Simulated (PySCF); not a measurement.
A GIAO shielding run with PySCF 2.14 (density fitting, non-relativistic, gas phase) on `CN=[PH3]`, CH6NP:

```
$ OMP_NUM_THREADS=1 python probes_run.py task.json out

{"job": {"kind": "nmr", "xc": "OPBE", "basis": "pcSseg-2", "pop": false}, "charge": 0, "multiplicity": 1}
C     -1.552733    -0.491288     0.042452
N     -0.411487     0.089307    -0.605673
P      1.041853     0.068396    -0.049486
H     -1.490447    -1.592647     0.166208
H     -2.452791    -0.300821    -0.565708
H     -1.764803    -0.072862     1.048841
H      1.762337    -1.165541     0.163295
H      1.911969     0.742219    -0.934271
H      1.384461     0.688323     1.209401
```

Hardware: 1 thread of an Arm Neoverse V2, shared host.

(1) How large is the calculation?

(2) How long does it take, and how much memory does it need?

(3) And these other runs on the same molecule and hardware: GIAO shielding at B3LYP/pcSseg-2; GIAO shielding at B97-D/pcSseg-2; GIAO shielding at BLYP/pcSseg-2; GIAO shielding at BP86/pcSseg-2; GIAO shielding at HF/pcSseg-2; GIAO shielding at KT2/pcSseg-2?

Answers

(1) 34 electrons, 199 basis functions and 548 auxiliary functions.

(2) 12 s of wall time, with 14 SCF cycles; peak memory 0.88 GiB. Times on a shared host scatter by some tens of per cent.

(3) B3LYP/pcSseg-2: 199 functions, 8 s; B97-D/pcSseg-2: 199 functions, 12 s; BLYP/pcSseg-2: 199 functions, 12 s; BP86/pcSseg-2: 199 functions, 12 s; HF/pcSseg-2: 199 functions, 4.3 s; KT2/pcSseg-2: 199 functions, 13 s.
